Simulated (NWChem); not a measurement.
Program: NWChem. System: pyridine (C₅H₅N), charge 0, spin multiplicity 1, at a geometry optimised with PBE0/def2-SVP. Level: PBE/def2-SVP.

Input file:

```
start mol
memory heap 200 mb stack 900 mb global 1100 mb
geometry units angstroms nocenter noautoz
  C      0.000000     0.000000     1.382730
  C     -1.197066     0.000000     0.670729
  C     -1.138719     0.000000    -0.723499
  N      0.000000     0.000000    -1.411618
  C      1.138719     0.000000    -0.723499
  C      1.197066     0.000000     0.670729
  H      0.000000     0.000000     2.475926
  H     -2.161822     0.000000     1.183094
  H     -2.064130     0.000000    -1.311967
  H      2.064130     0.000000    -1.311967
  H      2.161822     0.000000     1.183094
  symmetry group C2v
end
basis spherical
  * library def2-svp
end
dft
  xc xpbe96 cpbe96
  semidirect memsize 60000000 filesize 0
  iterations 100
end
task dft energy
```

Output (cleaned and shortened):

```
             Northwest Computational Chemistry Package (NWChem) 7.3.0
             --------------------------------------------------------

                                NWChem Input Module
                                -------------------

 Scaling coordinates for geometry "geometry" by  1.889725989
 (inverse scale =  0.529177249)

 Turning off AUTOSYM since
 SYMMETRY directive was detected!

                             Geometry "geometry" -> ""
                             -------------------------

 Output coordinates in angstroms (scale by  1.889725989 to convert to a.u.)

  No.       Tag          Charge          X              Y              Z
 ---- ---------------- ---------- -------------- -------------- --------------
    1 C                    6.0000     0.00000000     0.00000000     1.38273000
    2 C                    6.0000    -1.19706600     0.00000000     0.67072900
    3 C                    6.0000    -1.13871900     0.00000000    -0.72349900
    4 N                    7.0000     0.00000000     0.00000000    -1.41161800
    5 C                    6.0000     1.13871900     0.00000000    -0.72349900
    6 C                    6.0000     1.19706600     0.00000000     0.67072900
    7 H                    1.0000     0.00000000     0.00000000     2.47592600
    8 H                    1.0000    -2.16182200     0.00000000     1.18309400
    9 H                    1.0000    -2.06413000     0.00000000    -1.31196700
   10 H                    1.0000     2.06413000     0.00000000    -1.31196700
   11 H                    1.0000     2.16182200     0.00000000     1.18309400

 Effective nuclear repulsion energy (a.u.)     206.1800673303

            Nuclear Dipole moment (a.u.)
            ----------------------------
        X                 Y               Z
 ---------------- ---------------- ----------------
    -0.0000000000     0.0000000000    -0.0000113384

      Symmetry information
      --------------------

 Group name             C2v
 Group number             16
 Group order               4
 No. of unique centers     7

      Symmetry unique atoms
[...]
              MO Center= -1.1D-15,  5.0D-18, -1.3D+00, r^2= 2.1D+00
   Bfn.  Coefficient  Atom+Function         Bfn.  Coefficient  Atom+Function
  ----- ------------  ---------------      ----- ------------  ---------------
    48      0.500660   4 N  pz               51     -0.370136   4 N  pz
    44      0.215734   4 N  s                45      0.193475   4 N  s
    20     -0.172383   2 C  pz               76     -0.172383   6 C  pz
    34      0.159535   3 C  pz               62      0.159535   5 C  pz
     3      0.144705   1 C  s                95     -0.134591   9 H  s

 Vector   22  Occ=0.000000D+00  E=-5.978044D-02  Symmetry=b2
              MO Center= -5.6D-16,  3.7D-16,  9.1D-02, r^2= 3.2D+00
   Bfn.  Coefficient  Atom+Function         Bfn.  Coefficient  Atom+Function
  ----- ------------  ---------------      ----- ------------  ---------------
     8      0.499116   1 C  py                5      0.399820   1 C  py
    50      0.388758   4 N  py               47     -0.375211   4 N  py
    22     -0.244798   2 C  py               78     -0.244798   6 C  py
    33     -0.213314   3 C  py               61     -0.213314   5 C  py
    36     -0.200395   3 C  py               64     -0.200395   5 C  py

 Vector   23  Occ=0.000000D+00  E=-4.971497D-02  Symmetry=a2
              MO Center=  2.5D-15,  8.8D-17, -2.4D-02, r^2= 3.3D+00
   Bfn.  Coefficient  Atom+Function         Bfn.  Coefficient  Atom+Function
  ----- ------------  ---------------      ----- ------------  ---------------
    22      0.415138   2 C  py               78     -0.415138   6 C  py
    36     -0.411190   3 C  py               64      0.411190   5 C  py
    33     -0.347255   3 C  py               61      0.347255   5 C  py
    19      0.332425   2 C  py               75     -0.332425   6 C  py
    10     -0.031425   1 C  d -2             52      0.026307   4 N  d -2

 Vector   24  Occ=0.000000D+00  E= 3.796250D-02  Symmetry=a1
              MO Center=  1.4D-13, -5.5D-17,  1.3D+00, r^2= 7.8D+00
   Bfn.  Coefficient  Atom+Function         Bfn.  Coefficient  Atom+Function
  ----- ------------  ---------------      ----- ------------  ---------------
    86      1.103634   7 H  s                91      0.907175   8 H  s
   106      0.907175  11 H  s                 3     -0.722667   1 C  s
    17     -0.612416   2 C  s                73     -0.612416   6 C  s
    96      0.533925   9 H  s               101      0.533925  10 H  s
     9     -0.431146   1 C  pz               31     -0.348319   3 C  s

 center of mass
 --------------
 x =  -0.00000000 y =   0.00000000 z =  -0.05272075

 moments of inertia (a.u.)
 ------------------
         309.304359170450           0.000000000000           0.000000000000
           0.000000000000         607.558165194445           0.000000000000
           0.000000000000           0.000000000000         298.253806023995

     Multipole analysis of the density
     ---------------------------------

     L   x y z        total         alpha         beta         nuclear
     -   - - -        -----         -----         ----         -------
     0   0 0 0     -0.000000    -21.000000    -21.000000     42.000000

     1   1 0 0      0.000000      0.000000      0.000000     -0.000000
     1   0 1 0     -0.000000     -0.000000     -0.000000      0.000000
     1   0 0 1      0.813736      0.406874      0.406874     -0.000011

     2   2 0 0    -22.284597   -101.533060   -101.533060    180.781523
     2   1 1 0     -0.000000     -0.000000     -0.000000      0.000000
     2   1 0 1     -0.000000     -0.000000     -0.000000      0.000000
     2   0 2 0    -27.554855    -13.777427    -13.777427      0.000000
     2   0 1 1     -0.000000     -0.000000     -0.000000      0.000000
     2   0 0 2    -26.833351   -101.751230   -101.751230    176.669110

 Task  times  cpu:        3.4s     wall:        3.4s

 Total times  cpu:        3.4s     wall:        3.4s
```
